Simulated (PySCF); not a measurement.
Stepwise substitution at one centre (Al F-Br). All species are isolated molecules in the gas phase. Strings in code marks are SMILES.

The T1 excitation (TDA) from two functionals at the same geometries (B3LYP-D3(BJ)/def2-TZVP), both in PySCF: PBE-D3(BJ)/def2-TZVP and B3LYP-D3(BJ)/def2-TZVP. B3LYP has the VWN-RPA correlation part, as in Gaussian. Excitations are Tamm–Dancoff values on a coarser integration grid. The basis has no diffuse functions, so Rydberg states are missing or too high.

```tsv
species	PBE-D3(BJ)/def2-TZVP (eV)	B3LYP-D3(BJ)/def2-TZVP (eV)
0 of 3 F replaced by Br (`[F][Al]([F])[F]`)	7.08	7.89
1 of 3 F replaced by Br	5.39	5.75
2 of 3 F replaced by Br	5.09	5.48
3 of 3 F replaced by Br (`[Br][Al]([Br])[Br]`)	4.80	5.22
```

Over these rows, drawn at random from the members with no instability flagged (it was tested for open shells, ions and some series alone), PBE minus B3LYP-D3(BJ): mean -0.49 eV, from -0.81 eV to -0.36 eV.
